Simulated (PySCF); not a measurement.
Vertical excitations of a molecule C₄H₆ from TDDFT-PBE/def2-SVPD (PySCF), as energy in eV (oscillator strength): 5.60 (0.612), 6.29 (0.000), 6.39 (0.000), 6.52 (0.000), 6.56 (0.003), 6.73 (0.033), 7.53 (0.000), 7.72 (0.002), 7.74 (0.000), 7.96 (0.000). Lowest triplet (TDA): 3.12 eV. Geometry optimised at r2SCAN-D4/def2-SVP. One conformer was computed; it need not be the lowest.

### Question
Which molecule gave these data?
A) C1=CCC1
B) C=CC=C
C) C#CCC
D) C=C=CC

### Answer
B, C=CC=C
